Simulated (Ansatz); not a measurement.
# The cluster Al3H2 (doublet): single points with varied inputs

How do the results and run time of the cluster Al3H2 (doublet) respond when the settings are drawn wide?

The runs use Ansatz 0.2.0, Gaussian basis; the settings change from run to run.

1 further run of the same task is left out (set aside as unsound or not needed).

## 1. The molecule

An earlier B3LYP-D4 in a triple-zeta def2 set relaxation fixed the geometry.

5 atoms, charge 0, spin multiplicity 2.

Atoms are counted from 1 here; the program's logs count them from 0.

Bond lengths: Al1–Al2 2.499 Å, Al1–Al3 2.499 Å, Al2–Al3 2.775 Å, Al2–H5 1.603 Å, Al3–H4 1.604 Å. Angles: Al2–Al1–Al3 67.5°, Al1–Al2–Al3 56.3°, Al1–Al2–H5 165.6°, Al3–Al2–H5 138.2°, Al1–Al3–Al2 56.3°, Al1–Al3–H4 165.7°, Al2–Al3–H4 138.0°.

## 2. r2SCANh/6-31G*

This run has charge +1, multiplicity 1, a point charge of 2.00 e beside it, the search for lower states set to light.

in.yaml reads:

```yaml
crystal:
  periodic: [false, false, false]
  atoms:
    - {symbol: Al, position_ang: [1.091032, 0.814391, 1.587067]}
    - {symbol: Al, position_ang: [0.249522, -1.271017, 0.497052]}
    - {symbol: Al, position_ang: [-0.229370, 1.281009, -0.482788]}
    - {symbol: H, position_ang: [-1.002692, 1.960637, -1.712284]}
    - {symbol: H, position_ang: [-0.108492, -2.785010, 0.110943]}
basis:
  gaussian: {orbitals: "6-31G*", point_charges: [{charge: 2.00, position_ang: [5.958, 0.663, 0.747]}]}
total_charge: 1
hamiltonian: {xc: {name: r2SCANh}}
scf: {lower_state_search: light}
output: {forces: true}
```

On the command line:

```
> ansatz run in.yaml --threads 4 --pin off --events-out ev --progress --plain --max-ram 3916MiB
```

Standard output:

```text
Functional definition: r2SCANh
  name "r2SCANh"
  cite "Bursch, Neugebauer, Ehlert & Grimme, J. Chem. Phys. 156, 134105 (2022) doi:10.1063/5.0086040"
  cite "Furness, Kaplan, Ning, Perdew & Sun, J. Phys. Chem. Lett. 11, 8208 (2020) doi:10.1021/acs.jpclett.0c02405"
  cite "Furness, Kaplan, Ning, Perdew & Sun, J. Phys. Chem. Lett. 11, 9248 (2020) doi:10.1021/acs.jpclett.0c03077"
  parent r2scan
  parameter a = 0.1
  parameter k0 = 0.174
  parameter k1 = 0.065
  parameter a1 = 4.9479
  exchange = (1 - a)*r2scan_x(k0 = k0, k1 = k1, a1 = a1) + a*exact_x
  correlation = r2scan_c
559 factors; integrals over basis functions are off by at most 5.9e-4 eV
mean field evaluation 1: about -19804.9522 eV, gradient 1.3e1 eV
mean field evaluation 2: about -19805.5599 eV, gradient 7.7e0 eV
mean field evaluation 4: about -19805.8972 eV, gradient 7.8e-1 eV
mean field evaluation 8: about -19805.9216 eV, gradient 1.1e-2 eV
mean field evaluation 16: about -19803.2349 eV, gradient 6.6e0 eV
mean field -19805.92158673 eV, -727.8541933765 hartree, gradient 2.3e-5 eV, S^2 0.000000; 0 other end points of the search recorded, 0 dependent functions left out
the calculation of the forces begins
reference -19805.92160096 eV, -727.8541938994 hartree; 20, 20 occupied and 41, 41 virtual orbitals, 559 factors
Total energy: -19805.92160096 eV, -727.8541938994 hartree
Atom 0 at     1.091032     0.814391     1.587067 Å, force     0.676392     0.440405     0.563690 eV/Å
Atom 1 at     0.249522    -1.271017     0.497052 Å, force    -0.493378    -1.970014     0.109075 eV/Å
Atom 2 at    -0.229370     1.281009    -0.482788 Å, force    -1.094856     1.355666    -0.992125 eV/Å
Atom 3 at    -1.002692     1.960637    -1.712284 Å, force     0.254668    -0.225868     0.208920 eV/Å
Atom 4 at    -0.108492    -2.785010     0.110943 Å, force     0.126029     0.331435    -0.002177 eV/Å
Dipole moment:    -0.746643    -0.072934    -0.132018 e Å
```

Wall time 1.4 s (4 threads of Arm Neoverse V1, shared host).

Largest force 2.034 eV/Å.

## 3. BHLYP/cc-pVDZ

Set apart from the defaults: multiplicity 4, D3(BJ) dispersion.

in.yaml: that of step 2 with these lines changed.

```diff
@@ -9,6 +9,6 @@
 basis:
-  gaussian: {orbitals: "6-31G*", point_charges: [{charge: 2.00, position_ang: [5.958, 0.663, 0.747]}]}
-total_charge: 1
-hamiltonian: {xc: {name: r2SCANh}}
-scf: {lower_state_search: light}
+  gaussian: {orbitals: cc-pVDZ}
+magnetization: {spin_polarized: true, initial_magnetization: 3}
+hamiltonian: {xc: {name: BHLYP}, dispersion: d3bj}
+scf: {omitted_lower_state_checks: [starts]}
 output: {forces: true}
```

The command is unchanged.

Standard output (excerpt; [...] marks lines left out):

```text
Functional definition: BHLYP
  name "BHLYP"
  cite "Becke, J. Chem. Phys. 98, 1372 (1993) doi:10.1063/1.464304"
  cite "Becke, Phys. Rev. A 38, 3098 (1988) doi:10.1103/PhysRevA.38.3098"
  cite "Lee, Yang & Parr, Phys. Rev. B 37, 785 (1988) doi:10.1103/PhysRevB.37.785"
[...]
630 factors; integrals over basis functions are off by at most 8.0e-4 eV
[...]
mean field -19819.51592740 eV, -728.3537761816 hartree, gradient 4.0e-6 eV, S^2 3.758142; 0 other end points of the search recorded, 0 dependent functions left out
[...]
reference -19819.51608901 eV, -728.3537821208 hartree; 22, 19 occupied and 42, 45 virtual orbitals, 630 factors
Total energy: -19819.74736779 eV, -728.3622814590 hartree
Atom 0 at     1.091032     0.814391     1.587067 Å, force     1.297578     0.973847     1.896261 eV/Å
Atom 1 at     0.249522    -1.271017     0.497052 Å, force    -1.045652     0.343687    -1.631611 eV/Å
Atom 2 at    -0.229370     1.281009    -0.482788 Å, force    -0.679975    -1.627087    -0.876400 eV/Å
Atom 3 at    -1.002692     1.960637    -1.712284 Å, force     0.225633     0.105683     0.327013 eV/Å
Atom 4 at    -0.108492    -2.785010     0.110943 Å, force     0.202416     0.203870     0.284737 eV/Å
Dipole moment:    -0.028321    -0.023118    -0.046218 e Å
Checks for a lower state left out: starts
```

It took 1.8 s on 4 threads of Arm Neoverse V1, shared host.

Largest force 2.496 eV/Å, dipole 0.28 D, ⟨S²⟩ 3.758.

## 4. HSE06/6-31G

Options: charge -1, multiplicity 1, high accuracy.

in.yaml: that of step 3 with these lines changed.

```diff
@@ -9,6 +9,6 @@
 basis:
-  gaussian: {orbitals: cc-pVDZ}
-magnetization: {spin_polarized: true, initial_magnetization: 3}
-hamiltonian: {xc: {name: BHLYP}, dispersion: d3bj}
+  gaussian: {orbitals: 6-31G}
+total_charge: -1
+hamiltonian: {xc: {name: HSE06}}
+accuracy: high
 scf: {omitted_lower_state_checks: [starts]}
-output: {forces: true}
```

The command is unchanged.

Standard output (excerpt; [...] marks lines left out):

```text
Functional definition: HSE06
  name "HSE06"
  cite "Heyd, Scuseria & Ernzerhof, J. Chem. Phys. 118, 8207 (2003) doi:10.1063/1.1564060"
  cite "Krukau, Vydrov, Izmaylov & Scuseria, J. Chem. Phys. 125, 224106 (2006) doi:10.1063/1.2404663"
  cite "Heyd & Scuseria, J. Chem. Phys. 120, 7274 (2004) doi:10.1063/1.1668634"
  cite "Ernzerhof & Perdew, J. Chem. Phys. 109, 3313 (1998) doi:10.1063/1.476928"
  cite "Perdew, Burke & Ernzerhof, Phys. Rev. Lett. 77, 3865 (1996) doi:10.1103/PhysRevLett.77.3865"
  parent pbe
[...]
  # The whole range is PBE's own exchange, as in plane waves. The composition of these papers is wPBEh.
[...]
957 factors; integrals over basis functions are off by at most 3.5e-9 eV
134 factors; integrals over basis functions are off by at most 1.2e-9 eV
[...]
mean field -19811.44042877 eV, -728.0570070807 hartree, gradient 4.3e-8 eV, S^2 0.000000; 0 other end points of the search recorded, 0 dependent functions left out
reference -19811.44043203 eV, -728.0570072003 hartree; 21, 21 occupied and 22, 22 virtual orbitals, 957 factors
Total energy: -19811.44043203 eV, -728.0570072003 hartree
Checks for a lower state left out: starts
```

Wall time 1.4 s (4 threads of Arm Neoverse V1, shared host).

## 5. wB97X-V/pcseg-2

in.yaml: that of step 4 with these lines changed.

```diff
@@ -9,6 +9,6 @@
 basis:
-  gaussian: {orbitals: 6-31G}
-total_charge: -1
-hamiltonian: {xc: {name: HSE06}}
-accuracy: high
+  gaussian: {orbitals: pcseg-2}
+magnetization: {spin_polarized: true, initial_magnetization: 1}
+hamiltonian: {xc: {name: wB97X-V}}
 scf: {omitted_lower_state_checks: [starts]}
+output: {forces: true}
```

Same command.

Standard output (excerpt; [...] marks lines left out):

```text
Functional definition: wB97X-V
  name "wB97X-V"
  cite "Mardirossian & Head-Gordon, Phys. Chem. Chem. Phys. 16, 9904 (2014) doi:10.1039/C3CP54374A"
  cite "Becke, J. Chem. Phys. 107, 8554 (1997) doi:10.1063/1.475007"
  cite "Vydrov & Van Voorhis, J. Chem. Phys. 133, 244103 (2010) doi:10.1063/1.3521275"
[...]
      + integral(e_c_pw_opposite_spin*poly(b97_u_opposite, cos0, cos1)) + vv10(b, c)
[...]
893 factors; their error is unknown
178 factors; integrals over basis functions are off by at most 2.4e-4 eV
[...]
mean field -19818.19639315 eV, -728.3052841921 hartree, gradient 3.7e-5 eV, S^2 0.751911; 0 other end points of the search recorded, 0 dependent functions left out
[...]
reference -19818.19639242 eV, -728.3052841653 hartree; 21, 20 occupied and 109, 110 virtual orbitals, 893 factors
Total energy: -19818.19639242 eV, -728.3052841653 hartree
Atom 0 at     1.091032     0.814391     1.587067 Å, force    -0.185010    -0.139355    -0.275116 eV/Å
Atom 1 at     0.249522    -1.271017     0.497052 Å, force     0.009031     0.214794     0.000873 eV/Å
Atom 2 at    -0.229370     1.281009    -0.482788 Å, force     0.071539    -0.143594     0.133362 eV/Å
Atom 3 at    -1.002692     1.960637    -1.712284 Å, force     0.064190    -0.018064     0.093159 eV/Å
Atom 4 at    -0.108492    -2.785010     0.110943 Å, force     0.040250     0.086219     0.047722 eV/Å
Dipole moment:     0.011264     0.006730     0.012088 e Å
Checks for a lower state left out: starts
```

Run time: 11 s. Hardware: 4 threads of Arm Neoverse V1, shared host.

Largest force 0.360 eV/Å, dipole 0.09 D, ⟨S²⟩ 0.752.

## 6. All runs side by side

| level | charge | multiplicity | geometry | functions | energy (eV) | time |
| --- | --- | --- | --- | --- | --- | --- |
| r2SCANh/6-31G* | 1 | 1 | relaxed, point charge | 61 | -19805.922 | 1.4 s |
| BHLYP/cc-pVDZ | 0 | 4 | relaxed | 64 | -19819.747 | 1.8 s |
| HSE06/6-31G | -1 | 1 | relaxed | 43 | -19811.440 | 1.4 s |
| wB97X-V/pcseg-2 | 0 | 2 | relaxed | 130 | -19818.196 | 11 s |

## 7. Results

| quantity | value |
| --- | --- |
| runs | 4 |
| quickest | r2SCANh/6-31G*, 1.4 s |
| slowest | wB97X-V/pcseg-2, 11 s |

**Reading.** The runs differ in state or geometry as well as level, so their energies can't be set against each other. wB97X-V/pcseg-2 took 8 times as long as r2SCANh/6-31G*. The jobs differ in tasks and options as well as level. At the B3LYP-D4/def2-TZVP geometry and in the same state, runs without warnings or point charges leave forces up to 0.36 eV/Å (wB97X-V/pcseg-2).
